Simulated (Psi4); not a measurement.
# SiH3F (SMILES F[SiH3]), step by step

We compute a geometry optimisation (singlet SiH3F, B3LYP-D3(BJ)/cc-pVDZ), then the energy (doublet SiH3F+, UB3LYP-D3(BJ)/cc-pVDZ), then a geometry optimisation (doublet SiH3F+, UB3LYP-D3(BJ)/cc-pVDZ), then the energy (singlet SiH3F, B3LYP-D3(BJ)/cc-pVDZ) of FH3Si. 

The results are computed with Psi4 1.11.

**1. The molecule**

SiH3F has 5 atoms, charge 0, and is taken as a singlet. SMILES: `F[SiH3]`. All atoms were displaced at random from a relaxed shape. The run starts from this shape.

Bond lengths: F1–Si2 1.662 Å, Si2–H3 1.382 Å, Si2–H4 1.532 Å, Si2–H5 1.483 Å. Angles: F1–Si2–H3 105.4°, F1–Si2–H4 104.0°, F1–Si2–H5 98.8°, H3–Si2–H4 118.4°, H3–Si2–H5 112.1°, H4–Si2–H5 115.1°.

**2. A geometry optimisation at B3LYP-D3(BJ)/cc-pVDZ (density fitting) (run 1)**

Input file input.inp:

```
memory 1600 MB

molecule geom {
  0 1
  F
  Si 1 1.662177
  H 2 1.381927 1 105.42427
  H 2 1.532137 3 118.36962 1 115.7302
  H 2 1.483165 3 112.11697 1 -106.47219
}

set basis cc-pVDZ

E = optimize('b3lyp-d3bj')
```

Command:

```console
$ psi4 input.inp input.out -n 1
```

input.out:

```text
[...]
  Running in c1 symmetry.
[...]
  Nuclear repulsion =   61.791687507723971
[...]
  Multiplicity = 1
[...]
  Nalpha       = 13
  Nbeta        = 13
[...]
    Number of basis functions: 47
[...]
   @DF-RKS iter   1:  -391.13764108152549   -3.89389e-01   7.95111e-03 ADIIS/DIIS
[...]
   @DF-RKS iter   6:  -391.19960807018907   -4.54747e-13   3.61021e-09 DIIS
[...]
    Orbital Energies [Eh]
    ---------------------
    Doubly Occupied:
       1A    -66.191381     2A    -24.677800     3A     -5.333561
       4A     -3.694602     5A     -3.690807     6A     -3.690806
       7A     -1.167701     8A     -0.562200     9A     -0.442533
      10A     -0.429889    11A     -0.429881    12A     -0.346675
      13A     -0.346630
[...]
  @DF-RKS Final Energy:  -391.19960807018907
   => Energetics <=
    Nuclear Repulsion Energy =             61.5216474423982334
    One-Electron Energy =                -664.6828612149358833
    Two-Electron Energy =                 238.2108783326428068
    DFT Exchange-Correlation Energy =     -26.2459131442937768
    Empirical Dispersion Energy =          -0.0033594860005599
    VV10 Nonlocal Energy =                  0.0000000000000000
    Total Energy =                       -391.1996080701891287
[...]
 Multipole Moments:
 ------------------------------------------------------------------------------------
     Multipole            Electronic (a.u.)      Nuclear  (a.u.)        Total (a.u.)
 ------------------------------------------------------------------------------------
 L = 1.  Multiply by 2.5417464519 to convert [e a0] to [Debye]
 Dipole X            :         -0.0008793            0.0005675           -0.0003118
 Dipole Y            :          0.0005273           -0.0003493            0.0001780
 Dipole Z            :         -3.3926550            3.9975931            0.6049381
 Magnitude           :                                                    0.6049382
[...]
  -Total Gradient:
     Atom            X                  Y                   Z
    ------   -----------------  -----------------  -----------------
       1        0.000011482895    -0.000009444858     0.000046352257
       2       -0.000038346899    -0.000022725683    -0.000004678470
       3        0.000020097423     0.000057499289    -0.000001929243
       4       -0.000009692716    -0.000003552120     0.000021086260
       5        0.000015785680    -0.000023646924     0.000016281425
[...]
    Final optimized geometry and variables:
    Molecular point group: c1
    Full point group: C1
    Geometry (in Angstrom), charge = 0, multiplicity = 1:
    F
    SI            1    1.652003
    H             2    1.491122      1  108.129462
    H             2    1.491301      3  110.781393      1  118.339287
    H             2    1.491300      3  110.750971      1 -118.306002
    Psi4 run time: 0:00:20.30
[...]
```

Standard output:

```text
Optimizer: Optimization complete!
```

It took 22 s on 1 thread of Intel Xeon Platinum 8375C at 2.90GHz (Ice Lake), shared host; peak memory 0.43 GiB.

The path in brief:

```csv
step,energy from the first frame kept (eV),largest force (eV/Å)
0,0.0000,3.3239
1,-0.2134,1.1092
2,-0.2503,0.5241
3,-0.2596,0.0976
4,-0.2602,0.0477
5,-0.2603,0.0222
6,-0.2603,0.0031
```

After the run. Bond lengths: F1–Si2 1.652 Å, Si2–H3 1.491 Å, Si2–H4 1.491 Å, Si2–H5 1.491 Å. Angles: F1–Si2–H3 108.1°, F1–Si2–H4 108.1°, F1–Si2–H5 108.1°, H3–Si2–H4 110.8°, H3–Si2–H5 110.8°, H4–Si2–H5 110.8°.

**3. The doublet cation: the energy at UB3LYP-D3(BJ)/cc-pVDZ (density fitting) (run 2)**

Input file fh3si.py:

```python
import psi4

psi4.set_memory('1600 MB')
psi4.set_num_threads(1)
psi4.set_output_file('psi4.out', False)

m = psi4.geometry("""
1 2
F     -2.33922394     0.34923651     1.57916475
Si     0.21025471    -0.09293295    -0.16740139
H     -0.58416159    -0.19222483    -2.86908992
H      1.39909842    -2.52522023     0.61528349
H      1.96434763     2.06715629     0.27883665
units bohr
symmetry c1
""")

options = {'basis': 'cc-pVDZ', 'reference': 'uks'}
psi4.set_options(options)

E = psi4.energy("b3lyp-d3bj")
print(f'b3lyp-d3bj energy: {E:.10f} Eh')
```

Command:

```console
$ python fh3si.py
```

psi4.out:

```text
[...]
  Running in c1 symmetry.
[...]
  Nuclear repulsion =   61.521642639224737
[...]
  Multiplicity = 2
[...]
  Nalpha       = 13
  Nbeta        = 12
[...]
    Number of basis functions: 47
[...]
   @DF-UKS iter   1:  -390.70862941188699    2.85391e-02   6.08139e-03 DIIS/ADIIS
[...]
   @DF-UKS iter  19:  -390.74490088735513   -1.03747e-08   1.71871e-07 DIIS
[...]
   @S^2 Observed:                7.581630203E-01
[...]
    Orbital Energies [Eh]
    ---------------------
    Alpha Occupied:
       1A    -66.498917     2A    -25.002257     3A     -5.641405
       4A     -4.002649     5A     -4.001362     6A     -3.996078
       7A     -1.479122     8A     -0.872071     9A     -0.758278
      10A     -0.739870    11A     -0.722337    12A     -0.678497
      13A     -0.632593
    Alpha Virtual:
      14A     -0.263634    15A     -0.209124    16A     -0.194820
      17A     -0.182624    18A     -0.005399    19A      0.015037
      20A      0.038705    21A      0.065021    22A      0.079454
      23A      0.098571    24A      0.179760    25A      0.186967
[...]
  @DF-UKS Final Energy:  -390.74490088735513
   => Energetics <=
    Nuclear Repulsion Energy =             61.5216426392247371
    One-Electron Energy =                -656.7977773924702660
    Two-Electron Energy =                 230.4775952535885040
    DFT Exchange-Correlation Energy =     -25.9430019017077989
    Empirical Dispersion Energy =          -0.0033594859903063
    VV10 Nonlocal Energy =                  0.0000000000000000
    Total Energy =                       -390.7449008873551293
[...]
 Multipole Moments:
 ------------------------------------------------------------------------------------
     Multipole            Electronic (a.u.)      Nuclear  (a.u.)        Total (a.u.)
 ------------------------------------------------------------------------------------
 L = 1.  Multiply by 2.5417464519 to convert [e a0] to [Debye]
 Dipole X            :         -1.7358756            3.2645468            1.5286712
 Dipole Y            :          0.6504434           -0.5656453            0.0847981
 Dipole Z            :          1.4195840           -2.2368567           -0.8172727
 Magnitude           :                                                    1.7355003
[...]
```

The script printed:

```text
b3lyp-d3bj energy: -390.7449008874 Eh
```

Wall time 9.6 s (1 thread of Intel Xeon Platinum 8375C at 2.90GHz (Ice Lake), shared host); peak memory 0.38 GiB.

**4. The doublet cation: a geometry optimisation at UB3LYP-D3(BJ)/cc-pVDZ (density fitting) (run 3)**

Input file fh3si.xyz:

```xyz
5
FH3Si
F     -1.237864     0.184808     0.835658
Si     0.111262    -0.049178    -0.088585
H     -0.309125    -0.101721    -1.518257
H      0.740371    -1.336289     0.325594
H      1.039488     1.093892     0.147554
```

Input file fh3si.py:

```python
import psi4

psi4.set_memory('1600 MB')
psi4.set_num_threads(1)
psi4.set_output_file('run.log', False)

with open('fh3si.xyz') as f:
    atoms = ''.join(f.readlines()[2:])
mol = psi4.geometry('1 2\n' + atoms + 'symmetry c1')

options = {'basis': 'cc-pVDZ', 'reference': 'uks'}
psi4.set_options(options)

energy_value = psi4.optimize("b3lyp-d3(bj)")
print(f'b3lyp-d3(bj) energy: {energy_value:.10f} Eh')
mol.save_xyz_file('final.xyz', False)
```

Command:

```console
$ python fh3si.py
```

run.log (excerpt; [...] marks lines left out):

```text
[...]
  Running in c1 symmetry.
[...]
  Nuclear repulsion =   61.521642621715152
[...]
  Multiplicity = 2
[...]
  Nalpha       = 13
  Nbeta        = 12
[...]
    Number of basis functions: 47
[...]
   @DF-UKS iter   0:  -390.76833929367137   -3.90768e+02   9.40974e-05
[...]
   @DF-UKS iter   7:  -390.76913744413270   -1.81899e-12   4.97575e-09 DIIS
[...]
   @S^2 Observed:                7.532526479E-01
[...]
  @DF-UKS Final Energy:  -390.76913744413270
   => Energetics <=
    Nuclear Repulsion Energy =             61.5306300922127605
    One-Electron Energy =                -657.0806223277680829
    Two-Electron Energy =                 230.7276538236650367
    DFT Exchange-Correlation Energy =     -25.9427698886868043
    Empirical Dispersion Energy =          -0.0040291435555505
    VV10 Nonlocal Energy =                  0.0000000000000000
    Total Energy =                       -390.7691374441326957
[...]
 Multipole Moments:
 ------------------------------------------------------------------------------------
     Multipole            Electronic (a.u.)      Nuclear  (a.u.)        Total (a.u.)
 ------------------------------------------------------------------------------------
 L = 1.  Multiply by 2.5417464519 to convert [e a0] to [Debye]
 Dipole X            :         -2.0107454            3.5784756            1.5677302
 Dipole Y            :          0.0636524           -0.1691740           -0.1055215
 Dipole Z            :          1.1927505           -2.1582090           -0.9654586
 Magnitude           :                                                    1.8441863
[...]
  -Total Gradient:
     Atom            X                  Y                   Z
    ------   -----------------  -----------------  -----------------
       1       -0.000016345238    -0.000054028930    -0.000000988878
       2        0.000012501979    -0.000038026523     0.000021548697
       3       -0.000003861179    -0.000001450446    -0.000003763779
       4        0.000004361861    -0.000027779002    -0.000019011235
       5        0.000002971451     0.000038646637     0.000006291727
[...]
    Final optimized geometry and variables:
    Molecular point group: c1
    Full point group: C1
    Geometry (in Angstrom), charge = 1, multiplicity = 2:
    F           -0.750636877819     0.303306826806     0.629267676574
    SI           0.399775753227    -0.210638258317    -0.367505988382
[...]
```

The script printed:

```text
Optimizer: Optimization complete!
b3lyp-d3(bj) energy: -390.7691374441 Eh
```

It took 60 s on 1 thread of Intel Xeon Platinum 8375C at 2.90GHz (Ice Lake), shared host; peak memory 0.43 GiB.

Steps, from the record of the run:

| step | energy from the first frame kept (eV) | largest force (eV/Å) |
| --- | --- | --- |
| 0 | 0.0000 | 3.2896 |
| 1 | -0.2665 | 2.3954 |
| 2 | -0.4783 | 1.5184 |
| 3 | -0.5958 | 0.8571 |
| 4 | -0.6482 | 0.2980 |
| 5 | -0.6569 | 0.1333 |
| 6 | -0.6583 | 0.0778 |
| 7 | -0.6591 | 0.0192 |
| 8 | -0.6593 | 0.0298 |
| 9 | -0.6595 | 0.0289 |
| 10 | -0.6595 | 0.0083 |
| 11 | -0.6595 | 0.0029 |

After the run. Bond lengths: F1–Si2 1.607 Å, Si2–H3 1.485 Å, Si2–H4 1.485 Å. Angles: F1–Si2–H3 114.4°, F1–Si2–H4 114.5°, H3–Si2–H4 128.9°. A long bond or contact: Si2–H5 1.884 Å.

**5. The energy at B3LYP-D3(BJ)/cc-pVDZ (density fitting) (run 4)**

Input file calc.inp:

```
memory 1600 mb

molecule {
  0 1
  F
  Si 1 R2
  H 2 R3 1 A3
  H 2 R4 3 A4 1 D4
  H 2 R5 4 A5 1 D5

  R2 = 1.606594
  R3 = 1.485042
  A3 = 114.40908
  R4 = 1.484514
  A4 = 128.86918
  D4 = 161.9136
  R5 = 1.883589
  A5 = 94.81439
  D5 = 98.95378
}

set globals {
  basis cc-pVDZ
}

E, wfn = energy("b3lyp-d3(bj)", return_wfn=True)
```

Command:

```console
$ psi4 -n 1 calc.inp calc.out
```

calc.out:

```text
[...]
  Running in c1 symmetry.
[...]
  Nuclear repulsion =   61.530647087956801
[...]
  Multiplicity = 1
[...]
  Nalpha       = 13
  Nbeta        = 13
[...]
    Number of basis functions: 47
[...]
   @DF-RKS iter   1:  -391.09831325755817   -4.00505e-01   7.67230e-03 ADIIS/DIIS
[...]
   @DF-RKS iter   7:  -391.14750481859829   -8.27781e-08   4.92881e-07 DIIS
[...]
    Orbital Energies [Eh]
    ---------------------
    Doubly Occupied:
       1A    -66.214127     2A    -24.697334     3A     -5.353640
       4A     -3.714593     5A     -3.712162     6A     -3.710025
       7A     -1.195031     8A     -0.566632     9A     -0.458276
      10A     -0.454362    11A     -0.443371    12A     -0.375032
      13A     -0.272773
[...]
  @DF-RKS Final Energy:  -391.14750481859829
   => Energetics <=
    Nuclear Repulsion Energy =             61.5306470879568010
    One-Electron Energy =                -664.3086074238934771
    Two-Electron Energy =                 237.8249814285040600
    DFT Exchange-Correlation Energy =     -26.1904967674149205
    Empirical Dispersion Energy =          -0.0040291437507704
    VV10 Nonlocal Energy =                  0.0000000000000000
    Total Energy =                       -391.1475048185982359
[...]
 Multipole Moments:
 ------------------------------------------------------------------------------------
     Multipole            Electronic (a.u.)      Nuclear  (a.u.)        Total (a.u.)
 ------------------------------------------------------------------------------------
 L = 1.  Multiply by 2.5417464519 to convert [e a0] to [Debye]
 Dipole X            :         -2.1464704            1.3481605           -0.7983099
 Dipole Y            :         -0.2693588            0.1682501           -0.1011086
 Dipole Z            :         -3.4281988            3.9555187            0.5273199
 Magnitude           :                                                    0.9620748
[...]
```

Run time: 5.4 s. Hardware: 1 thread of Intel Xeon Platinum 8375C at 2.90GHz (Ice Lake), shared host; peak memory 0.39 GiB.

**6. What came out**

| quantity | value |
| --- | --- |
| run 1, B3LYP-D3(BJ)/cc-pVDZ: total energy at the end | -391.19961 Eh |
| run 1, B3LYP-D3(BJ)/cc-pVDZ: dipole moment | 1.54 D |
| run 1, B3LYP-D3(BJ)/cc-pVDZ: HOMO energy | -9.43 eV |
| run 1, B3LYP-D3(BJ)/cc-pVDZ: LUMO energy | -0.03 eV |
| run 1, B3LYP-D3(BJ)/cc-pVDZ: HOMO–LUMO gap | 9.40 eV |
| run 1, B3LYP-D3(BJ)/cc-pVDZ: dispersion energy | -8.82 kJ/mol |
| doublet cation, run 2: total energy | -390.74490 Eh |
| doublet cation, run 2: HOMO energy (highest over α and β) | -16.62 eV |
| doublet cation, run 2: LUMO energy (lowest over α and β) | -15.29 eV |
| doublet cation, run 2: dispersion energy | -8.82 kJ/mol |
| doublet cation, run 2: ⟨S²⟩ | 0.758 |
| doublet cation, run 3: total energy at the end | -390.76914 Eh |
| doublet cation, run 3: HOMO energy (highest over α and β) | -16.98 eV |
| doublet cation, run 3: LUMO energy (lowest over α and β) | -12.96 eV |
| doublet cation, run 3: dispersion energy | -10.58 kJ/mol |
| doublet cation, run 3: ⟨S²⟩ | 0.753 |
| run 4, B3LYP-D3(BJ)/cc-pVDZ: total energy | -391.14750 Eh |
| run 4, B3LYP-D3(BJ)/cc-pVDZ: dipole moment | 2.45 D |
| run 4, B3LYP-D3(BJ)/cc-pVDZ: HOMO energy | -7.42 eV |
| run 4, B3LYP-D3(BJ)/cc-pVDZ: LUMO energy | -1.15 eV |
| run 4, B3LYP-D3(BJ)/cc-pVDZ: HOMO–LUMO gap | 6.27 eV |
| run 4, B3LYP-D3(BJ)/cc-pVDZ: dispersion energy | -10.58 kJ/mol |
| adiabatic ionisation energy (to the doublet cation, no zero-point term) | 11.714 eV |

**Reading.** The adiabatic ionisation energy (to the doublet cation, no zero-point term) is 11.71 eV (270 kcal/mol). The second species lost a bond as it relaxed, so this leads to another structure. The optimisation (run 1, B3LYP-D3(BJ)/cc-pVDZ) took 7 steps and changed the energy by -0.260 eV. The optimisation (doublet cation, run 3) took 12 steps and changed the energy by -0.660 eV.
